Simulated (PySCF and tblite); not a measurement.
2 E/Z isomers of C₄H₄FN, numbered alike:

| isomer | SMILES | descriptors |
| --- | --- | --- |
| A | [CH3:1]/[CH:2]=[C:3](\[F:4])[C:5]#[N:6] | 2=3 Z |
| B | [CH3:1]/[CH:2]=[C:3](/[F:4])[C:5]#[N:6] | 2=3 E |

Each isomer is a Boltzmann average at 298.15 K over at most 6 conformers: GFN2-xTB geometries, energies PBE0/pcSseg-1 (D3(BJ) added where defined), GIAO shieldings PBE0/pcSseg-1, GFN2-xTB thermal terms. Programs: PySCF with density fitting and tblite.

Q: What shifts does each isomer give (ppm)?

A: 
A: ¹H (against TMS): 6.09 (H2, 1H), 2.08 (H1, 3H). ¹³C (against TMS): 143.5 (C3), 135.1 (C2), 117.8 (C5), 14.2 (C1). ¹⁹F (against CFCl3): -131.2 (F4). ¹⁵N (against NH3): 324.1 (N6).

B: ¹H (against TMS): 6.49 (H2, 1H), 2.11 (H1, 3H). ¹³C (against TMS): 143.7 (C3), 134.7 (C2), 116.0 (C5), 15.8 (C1). ¹⁹F (against CFCl3): -125.4 (F4). ¹⁵N (against NH3): 333.4 (N6).

Unscaled ¹⁹F and ¹⁵N shifts at such levels can be off by tens of ppm; differences between conformers or isomers are more reliable. Shifts are unscaled: against experiment ¹³C can be off by 15 ppm or more and ¹H by 0.8 ppm.


¹⁵N shifts are against a computed isolated NH3 molecule, about 20 ppm from the liquid.